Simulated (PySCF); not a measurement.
Species: C2ClF3 (triplet state).
Atom-mapped SMILES: `[F:1][C:2]([F:3])([F:4])[C:5][Cl:6]`

Geometry (GFN2-xTB, Å), atoms numbered from 1 in this order:
```
atom  x, y, z in Å
F1    -1.3503    0.5948    0.1261
C2    -0.3386   -0.2910   -0.0620
F3    -0.2111   -0.9291    1.1295
F4    -0.7821   -1.1956   -0.9325
C5     0.9001    0.3419   -0.5071
Cl6    1.7852    1.4810    0.2244
```

The hyperfine couplings belong to this conformer and change with its torsions.

The calculation used UKS B3LYP, pcH-1 on C Cl F, non-relativistic, mean-field spin-orbit, GIAO in PySCF. Isolated species at its GFN2-xTB geometry, gas phase. This triplet need not be the ground state; the singlet was not compared here. Couplings are sensitive to structure, and on GFN2-xTB geometries they can be far from those on DFT ones. Stability of the SCF solution: not tested.

Question: The isotropic 13C couplings are +320.7, +22.9 MHz. Assign them to C2; C5.

Answer: 
```
site  a_iso (MHz)  ρ(0) (bohr⁻³)                 position  distance from C5 (Å)  spin population  largest |T| (MHz)
  C2        +22.9        +0.0408           1 bond from C5                  1.46            +0.01                8.8
  C5       +320.7        +0.5703  largest spin population                  0.00            +1.66               72.8
```

ρ(0) is the spin density at the nucleus and T the dipolar tensor; a_iso includes a spin–orbit part; entries for several nuclei are means. Largest spin populations (Mulliken): C5 (+1.66) and Cl6 (+0.26).

Class means assume fast exchange of nuclei equivalent by connectivity; if that motion is slow, each nucleus keeps its own coupling. The three 19F nuclei of mean +47.4 MHz run from 1.1 to 70.6 MHz in the frozen geometry.

On Arm Neoverse V2, one thread, on a shared host, this took 30 s of wall time (with the writing of density and orbital grids) and 0.63 GiB of memory at its peak.
